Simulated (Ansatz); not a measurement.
# C3HS: the cost of one run

Program: Ansatz 0.2.0. Level of theory: the levels named in each step. These are calculated values, not measurements.

## Step 1: The structure to begin with

Bond lengths: C1–C2 1.219 Å, C2–C3 1.329 Å, C3–S4 1.509 Å, C1–H5 1.060 Å. Angles: C1–C2–C3 180.0°, C2–C1–H5 180.0°, C2–C3–S4 180.0°.

Coordinates:

```xyz
5

C     0.0000    0.0000   -1.3529
C     0.0000    0.0000   -0.1336
C     0.0000    0.0000    1.1949
S     0.0000    0.0000    2.7041
H     0.0000    0.0000   -2.4125
```

## Step 2: A rough first relaxation, PBE-D4/def2-SVP

This run stands in another session on the same molecule. It ended at:

```xyz
5

C     0.0000    0.0000   -1.3655
C     0.0000    0.0000   -0.1265
C     0.0000    0.0000    1.2130
S     0.0000    0.0000    2.7371
H     0.0000    0.0000   -2.4581
```

## Step 3: Relaxation, r2SCAN-D4/def2-TZVPP

File input.yaml:

```yaml
crystal:
  periodic: [false, false, false]
  atoms:
    - { symbol: C, position_ang: [0.0, 0.0, -1.36547762] }
    - { symbol: C, position_ang: [0.0, 0.0, -0.12652386] }
    - { symbol: C, position_ang: [0.0, 0.0, 1.21304296] }
    - { symbol: S, position_ang: [0.0, 0.0, 2.7370801] }
    - { symbol: H, position_ang: [0.0, 0.0, -2.45813158] }
total_charge: 1
basis:
  gaussian: { orbitals: def2-TZVPP }
hamiltonian:
  xc: r2scan
  dispersion: d4
relax:
  f_tol: 0.002
  max_steps: 150
```

Command:

```sh
ansatz run input.yaml --threads 4 --pin off --max-ram 10240MiB --backend cpu --events-out ev --progress --plain --runs-dir out
```

**Question.** How long does this run take on 4 threads of Arm Neoverse V1, shared host, and how much memory does it need?

About 11 s, with a peak of 0.26 GiB.
